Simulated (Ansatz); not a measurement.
What does this script print? It uses Ansatz 0.2.0, Python API.

Script `ccl.py`:
```python
import itertools

import ansatz as az
from ase.data import atomic_numbers, covalent_radii
import numpy as np


def main() -> None:
    geometry_ang = [
        ("C", (0.0, 0.0, 0.0)),
        ("Cl", (0.0, 0.0, 1.78)),
    ]
    mol = az.Crystal.molecule()
    for symbol, xyz in geometry_ang:
        mol = mol.atom(symbol, xyz)

    model = mol.calculation().basis(gaussian="def2-SVP").functional("r2SCAN").charge(1)
    symbols = [site.symbol for site in mol.cartesian_sites]
    start = np.array([site.position_ang for site in mol.cartesian_sites], dtype=float)
    summary = model.relax(force_tolerance=0.01).run().report
    end = np.array(summary["positions_ang"])
    radius = [covalent_radii[atomic_numbers[s]] for s in symbols]
    span = lambda where, i, j: np.linalg.norm(where[i] - where[j])
    bonded = [(i, j) for i, j in itertools.combinations(range(len(symbols)), 2) if min(span(start, i, j), span(end, i, j)) < 1.2 * (radius[i] + radius[j])]
    print("pair        before    after (A)")
    for i, j in bonded:
        print(f"{symbols[i]}{i}-{symbols[j]}{j}".ljust(10), f"{span(start, i, j):8.4f} {span(end, i, j):8.4f}")

    minimum = az.Crystal.molecule()
    for symbol, place in zip(symbols, end):
        minimum = minimum.atom(symbol, place.tolist())
    at_minimum = minimum.calculation().charge(1)
    level = lambda method, basis: at_minimum.basis(gaussian=basis).correlation(method).run().report
    small, large, cluster = level("mp2", "cc-pVDZ"), level("mp2", "cc-pVTZ"), level("ccsd_t", "cc-pVDZ")
    corr = lambda each: (each["free_energy_ev"] - each["reference_energy_ev"]) / 27.211386246
    mp2_limit = (27 * corr(large) - 8 * corr(small)) / 19
    pieces = {"HF / cc-pVTZ": large["reference_energy_ev"] / 27.211386246, "MP2 correlation, DZ-TZ limit": mp2_limit, "CCSD(T) - MP2 / cc-pVDZ": corr(cluster) - corr(small)}
    for name, value in pieces.items():
        print(f"{name:32s} {value:14.6f} Ha")
    print(f"{'sum':32s} {sum(pieces.values()):14.6f} Ha")
    print("T1 diagnostic", round(cluster["correlation"]["coupled_cluster"]["t1_diagnostic"], 4))


if __name__ == "__main__":
    main()
```

```console
$ python ccl.py
pair        before    after (A)
C0-Cl1       1.7800   1.5485
HF / cc-pVTZ                        -496.935559 Ha
MP2 correlation, DZ-TZ limit          -0.324280 Ha
CCSD(T) - MP2 / cc-pVDZ               -0.038332 Ha
sum                                 -497.298170 Ha
T1 diagnostic 0.0295
```

Reading the output:
- The settings weren't tested for convergence.
- The sum leaves out core correlation, relativity, the Hartree-Fock basis error and zero-point energy; a DZ-TZ extrapolation is rough.
- Inner cores stay frozen, so this is valence correlation.
- For Al to Cl the sets with a tight d function, cc-pV(X+d)Z, are usual.
- The spin state was assumed, and another may lie lower.
- Timing: 6.2 s on 1 thread of Arm Neoverse V1, with other jobs on the host, peak memory 0.17 GiB.
